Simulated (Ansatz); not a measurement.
Rock-salt MgS was calculated with RPBE in Ansatz (plane waves, PAW).

Settings: plane-wave cutoff 520 eV, 12×12×12 k mesh, Fermi–Dirac smearing 0.01 eV, scalar-relativistic PAW data made under PBE.

Results at a series of volumes:

```json
[
 {"V (Å³/atom)": "17.301", "E − E_lowest (meV/atom)": "15.88", "P (GPa)": "4.86"},
 {"V (Å³/atom)": "17.669", "E − E_lowest (meV/atom)": "6.80", "P (GPa)": "3.07"},
 {"V (Å³/atom)": "18.037", "E − E_lowest (meV/atom)": "1.64", "P (GPa)": "1.45"},
 {"V (Å³/atom)": "18.405", "E − E_lowest (meV/atom)": "0.00", "P (GPa)": "-0.01"},
 {"V (Å³/atom)": "18.773", "E − E_lowest (meV/atom)": "1.55", "P (GPa)": "-1.32"},
 {"V (Å³/atom)": "19.141", "E − E_lowest (meV/atom)": "5.99", "P (GPa)": "-2.52"},
 {"V (Å³/atom)": "19.509", "E − E_lowest (meV/atom)": "13.03", "P (GPa)": "-3.59"}
]
```

### Question
What bulk modulus B0 and pressure derivative B′ does a third-order Birch–Murnaghan fit give?

### Answer
V0 = 18.404 Å³/atom, B0 = 69.4 GPa, B′ = 4.1 (fit to the energies at full precision).

Measured, for comparison: bulk modulus 81 GPa, equilibrium volume per atom 17.45 Å³/atom (corrected for zero-point motion; as tabulated in Goldzak et al. (2022), arXiv:2208.04865). Computed (rounded) less measured: bulk modulus -14 %, equilibrium volume per atom +5.4 %.

Static lattice: no zero-point or thermal effects.

Cost on a shared machine: roughly 16 core-seconds.

Ansatz is a first-principles code.
